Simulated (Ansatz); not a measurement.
This geometry of AlClFH + H2 (6 atoms, charge 0, multiplicity 1) is a first-order saddle point.

Method: Ansatz 0.2.0, RKS revPBE-D4/def2-SVP.

```xyz
6
Properties=species:S:1:pos:R:3
Al 0.064 -0.457 -0.172
Cl -0.041 0.059 2.376
H 1.376 0.255 -0.707
F -1.447 0.039 -0.741
H 0.086 -1.960 0.477
H -0.007 -1.202 1.867
```

Problem. Which two structures does it join? (They come from a converged band through this point; their orientation in space is the band's.)

Solution. Bonds broken: Al1–Cl2, H5–H6. Bonds formed: Al1–H5, Cl2–H6. AlClFH + H2 becomes AlClFH3.

Image 0:

```xyz
6
Properties=species:S:1:pos:R:3
Al 0.025 0.134 0.237
Cl -0.055 0.741 2.265
H 1.377 0.081 -0.578
F -1.437 -0.065 -0.571
H 0.000 -2.201 0.513
H 0.122 -1.955 1.234
```

Image 10:

```xyz
6
Properties=species:S:1:pos:R:3
Al 0.371 -0.815 -0.103
Cl 0.029 -0.033 2.386
H 1.345 0.287 -0.708
F -1.313 -0.354 -0.067
H 0.633 -2.378 0.026
H -1.032 0.028 1.566
```

Problem. How far does it lie above each of them?

Solution. 124.8 kJ/mol above the first and 17.3 kJ/mol above the second. This is the barrier of this one path; another mechanism may lie lower. The orbitals stay closed-shell, which can raise the energy where a bond breaks towards radicals; this wasn't checked here.

The run took 3.3 min on 1 thread of Arm Neoverse V1, on a shared host, peak memory 0.11 GiB.
